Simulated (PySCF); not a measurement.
How methods differ on the ionisation energy of P

P [Ne] 3s2 3p3 (4S) → P⁺ [Ne] 3s2 3p2 (3P), as a difference of total energies. Computed with PySCF 2.14 in cc-pV(T+d)Z (5s4p3d1f, 39 functions), with no relativity, point nucleus. Correlated levels: valence: [Ne] frozen. The calculations carry no spin-orbit coupling.

| method | ionisation energy (eV) |
| --- | --- |
| UHF | 9.912 |
| PBE | 10.485 |
| PBE0 | 10.531 |
| MP2 (valence) | 10.482 |
| SCS-MP2 (valence) | 10.307 |
| CCSD (valence) | 10.416 |
| CCSD(T) (valence) | 10.458 |

Errors of the correlated levels include the incompleteness of this basis and the frozen core.

Problem. Which method comes closest to the reference value, and which is furthest?

Solution. The reference is 10.526 eV (measured; NIST levels, between the centres of gravity of the two terms). Closest: PBE0 (error 0.005 eV); furthest: UHF (error -0.614 eV).
